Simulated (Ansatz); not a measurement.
Write a Python script for Ansatz 0.2.0, Python API that makes a single point from an input written key by key of C₂H₃, SMILES [CH]=C. Settings: PBE0, cc-pVDZ basis, multiplicity 2.

```xyz
5

C     0.4885   -0.4264    0.5659
C    -0.1358    0.3768   -0.2238
H     0.4888   -1.4568    0.8347
H    -0.9415    0.0753   -0.9000
H     0.0999    1.4311   -0.2770
```

Script `deck_c2h3.py`:
```python
"""Run C2H3 from an input written out key by key."""

import ansatz as az

DECK = """
crystal:
  periodic: [false, false, false]
  atoms:
    - { symbol: C, position_ang: [0.4885, -0.4264, 0.5659] }
    - { symbol: C, position_ang: [-0.1358, 0.3768, -0.2238] }
    - { symbol: H, position_ang: [0.4888, -1.4568, 0.8347] }
    - { symbol: H, position_ang: [-0.9414, 0.0753, -0.9] }
    - { symbol: H, position_ang: [0.0999, 1.4311, -0.277] }
magnetization:
  spin_polarized: true
  initial_magnetization: 1
basis:
  gaussian: { orbitals: cc-pVDZ }
hamiltonian:
  xc: pbe0
"""


def main() -> None:
    session = az.Session.from_yaml(DECK)
    rep = session.plan(threads=1).execute().report

    for key in ("converged", "free_energy_ev", "reference_energy_ev", "n_frozen", "n_occupied", "n_virtual"):
        print(f"{key:22s} {rep[key]}")
    symbols = ["C", "C", "H", "H", "H"]
    field = rep["mean_field"]
    print("<S^2> =", round(abs(field["state"]["spin_squared"]), 4), " all-electron relativity setting:", field["relativity"])
    print("passes:", field["passes"])
    if "symmetry" in field:
        print("occupied orbitals by irrep:", field["symmetry"]["occupied"])


if __name__ == "__main__":
    main()
```

```console
$ python deck_c2h3.py
converged              True
free_energy_ev         -2117.1283372988355
reference_energy_ev    -2117.1283372988355
n_frozen               0
n_occupied             [8, 7]
n_virtual              [35, 36]
<S^2> = 0.7639  all-electron relativity setting: none
passes: {'evaluations': 14, 'products': 13}
occupied orbitals by irrep: [{'A': 8}, {'A': 7}]
```

Caveats:
- Total energies depend on the basis set; only differences at equal settings carry meaning.
- The geometry is a force-field or estimated start, not a minimum of this method, and the basis set is short of its limit.
- The run takes the species as open-shell (spin multiplicity 2), which needn't be its ground state.
- The whole script took 1.2 s on 1 thread of Intel(R) Xeon(R) Platinum 8259CL CPU @ 2.50GHz (Skylake/Cascade Lake), on a shared host, peak memory 0.14 GiB.
